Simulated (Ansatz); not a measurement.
Cubic perovskite SrTiO3 (cubic form, which distorts at low temperature) was calculated with HSE06 in Ansatz (PAW).

Settings: plane-wave cutoff 460 eV, 6×6×6 k mesh, Fermi–Dirac smearing 0.01 eV, no spin polarisation, scalar-relativistic PAW data made under PBE.

The cell has the measured lattice: a = 3.9050 Å, b = 3.9050 Å, c = 3.9050 Å, α = 90.00°, β = 90.00°, γ = 90.00°.

Task: What does this level give for the band gap and smallest direct gap on the k points sampled?

Result: 
- band gap: 3.34 eV (on the SCF k mesh)
- smallest direct gap on the k points sampled: 3.71 eV

Measured, for comparison: band gap 3.59 eV (zero-point renormalisation of 336 meV (experimental, the table's column) added back here, indirect; inputs from Miglio et al. (2020), arXiv:2011.12765).

Note: cell and atoms aren't relaxed at this level (pressure -1.5 GPa).

Spin–orbit coupling is not included.

The result took around 90 core-seconds (rough).

Ansatz is a quantum-chemistry and plane-wave program.
